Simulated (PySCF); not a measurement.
C2H4OS.
Numbering: `[OH:1][CH2:2][CH:3]=[S:4]` (hydrogens: H5 on O1; H6, H7 on C2; H8 on C3)

Geometry (PBE0-D3(BJ)/def2-SVP, Å), atoms numbered from 1 in this order:
```xyz
8
C2H4OS angstrom
O     -1.4415   -0.5190   -0.1034
C     -0.3917    0.4006   -0.1709
C      0.9586   -0.2396   -0.0436
S      2.2683    0.4379    0.6111
H     -1.4649   -0.8810    0.7887
H     -0.4351    0.8598   -1.1764
H     -0.4780    1.2316    0.5549
H      0.9959   -1.2566   -0.4742
```

Method: MP2 and CCSD/aug-cc-pVDZ in PySCF, restricted Hartree–Fock reference, 8 core orbitals frozen, non-relativistic, gas phase, PBE0-D3(BJ)/def2-SVP geometry.

E(HF) = -550.44665 Eh.

**Question.** How large is the problem?

**Answer.** 132 basis functions and 40 electrons; 8 orbitals frozen, which leaves o = 12 correlated occupied and v = 112 virtual orbitals. That is o·v = 1344 singles and o·v(o·v + 1)/2 = 903840 distinct closed-shell doubles amplitudes before symmetry; the costliest CCSD step grows as o²v⁴ = 2.3 × 10^10.

**Question.** What are the MP2 and CCSD correlation energies?

**Answer.** MP2 -0.6217 Eh and CCSD -0.6581 Eh, which gives totals of -551.06833 and -551.10477 Eh. That is 0.746 eV for each correlated electron at CCSD (1728 kJ/mol in all, 0.119 % of the total energy); MP2 gives 94.5 % of the CCSD value.

**Question.** What is the T1 diagnostic?

**Answer.** 0.0162, below the customary warning level of 0.02. It is the norm of the spatial-orbital singles amplitudes over the root of the number of correlated electrons, so the norm is 0.079.

**Question.** How does correlation change the dipole moment?

**Answer.** HF gives 1.40 D and CCSD (unrelaxed density) 0.98 D, a change of -0.42 D; the two vectors are 14° apart.

Connected triples and the basis-set limit are missing.

One conformer stands for the species.
